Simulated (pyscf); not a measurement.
**Four-centre exchange: HN=Nb(Cl)(Cl)–Cl + H₂O -> HN=Nb(OH)(Cl)–Cl + HCl**

Gas phase, singlet surface, charge 0. Bonds broken: Nb2–Cl3, O7–H8. Bonds formed: Nb2–O7, Cl3–H8. Single points on ωB97X-D3(BJ)/def2-SVP structures (PySCF, gas phase).

Transition state (Å):

```xyz
9

N     -0.5793     1.2935     0.9951
Nb    -1.0775    -0.0650     0.0661
Cl    -1.1164    -2.0216    -1.8855
Cl    -3.1659     0.5961    -0.6115
Cl    -1.1062    -1.7112     1.6618
H     -0.3001     2.0952     1.5565
O      0.4362    -0.0288    -1.2677
H      0.0211    -1.0085    -1.8832
H      1.2134     0.5287    -1.3903
```

One imaginary mode, 814i cm⁻¹; descent along it reached the two sides named, in the forms told below.

| bond | change | reactant side (Å) | saddle | product side |
|---|---|---|---|---|
| Nb2–Cl3 | breaks | 2.463 | 2.8 | 3.1 |
| O7–H8 | breaks | 0.975 | 1.229 | 2.079 |
| Nb2–O7 | forms | 2.198 | 2.018 | 1.910 |
| Cl3–H8 | forms | 2.302 | 1.523 | 1.293 |

Electronic energies relative to the separated reactants (kcal/mol):

```csv
level,barrier,reaction energy,reverse barrier
ωB97X-D3(BJ)/def2-TZVP,7.2,+5.9,1.3
PBE/def2-TZVP,6.4,+3.7,2.7
r²SCAN/def2-TZVP,5.3,+3.8,1.5
B3LYP-D3(BJ)/def2-TZVP,7.3,+4.3,3.0
PBE0-D3(BJ)/def2-TZVP,6.3,+4.9,1.4
M06-2X/def2-TZVP,6.6,+4.6,2.0
ωB97M-D3(BJ)/def2-TZVP,7.7,+3.0,4.7
HF/def2-TZVP,21.4,+3.3,18.1
```

With ωB97M-D3(BJ)/def2-TZVP energies and thermal terms (ideal gas, 1 atm, RRHO with modes under 100 cm⁻¹ raised to 100, one conformer, R ln 2 for chiral ones without a mode under 150 cm⁻¹), in kcal/mol:

| T (K) | ΔH‡ | ΔG‡ | ΔH | ΔG |
|---|---|---|---|---|
| 298 | 5.4 | 15.9 | +1.3 | +1.3 |
| 600 | 5.7 | 26.5 | +1.7 | +1.1 |
| 900 | 6.5 | 36.8 | +2.2 | +0.7 |
| 1200 | 7.4 | 46.8 | +2.7 | +0.1 |

On the reactant side the descent ends in an adduct with a Nb–O contact (not fully relaxed), 1.5 kcal/mol under the separated species and 8.7 kcal/mol under the saddle at ωB97X-D3(BJ)/def2-TZVP. On the product side the descent ends in a complex, 5.9 kcal/mol under the separated species and 7.2 kcal/mol under the saddle at ωB97X-D3(BJ)/def2-TZVP. What is counted as formed (Nb–O) is already present as a longer contact in the reactant adduct; forming that adduct is a step of its own. HN=Nb(OH)(Cl)–Cl lies 14.5 kcal/mol over its isomer H₂N–Nb(=O)(Cl)–Cl (electronic energy, ωB97M-D3(BJ)/def2-TZVP). This is the saddle that the search found; another between the same sides may lie lower. Elements past Kr carry the def2 core potentials, without spin-orbit coupling.
